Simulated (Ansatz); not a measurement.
**H$_{2}$Si–SiH, doublet in cc-pVDZ: errors against UCCSDT(Q)**

Geometry: a point of a twist scan, not a stationary point.

```json
{"atom": "Si", "x (Å)": "0.0000", "y (Å)": "0.0754", "z (Å)": "1.0875"}
{"atom": "Si", "x (Å)": "0.0000", "y (Å)": "-0.0250", "z (Å)": "-1.1920"}
{"atom": "H", "x (Å)": "0.0000", "y (Å)": "1.2685", "z (Å)": "1.9835"}
{"atom": "H", "x (Å)": "0.0000", "y (Å)": "-1.1281", "z (Å)": "1.9674"}
{"atom": "H", "x (Å)": "0.0000", "y (Å)": "-1.5450", "z (Å)": "-1.0385"}
```

Basis cc-pVDZ; Ansatz 0.2.0. Correlated methods freeze the noble-gas cores, which leaves 11 electrons in 41 orbitals. Prefix R: restricted or restricted open-shell reference; prefix U: unrestricted. Active spaces: pair = (3e, 3o) about the gap.

Full CI isn't at hand for all of this; UCCSDT(Q) serves as the reference, and is uncertain by about the last step of the cluster series. The frozen core follows each run's orbitals, which can shift R against U totals by a few meV.

```
UHF ⟨S²⟩                          : 0.767
T1 diagnostic (RCCSD)             : 0.0184
largest doubles amplitude (RCCSD) : 0.058
T1 diagnostic (UCCSD)             : 0.0178
```

From what is known of these methods and the diagnostics, rank them by the size of their error in total energy against UCCSDT(Q) in cc-pVDZ, smallest first (an estimate: the text doesn't fix the numbers).
A. RCCSDT
B. RCCSDT(Q)
C. RMP2
D. CASSCF (pair space)
E. UCCSD(T)

B (0.01 kcal/mol), A (0.25 kcal/mol), E (1.17 kcal/mol), C (31.93 kcal/mol), D (131.62 kcal/mol).

All errors are against UCCSDT(Q) in cc-pVDZ. Within each family the higher level lies nearer, as is usual though not guaranteed.
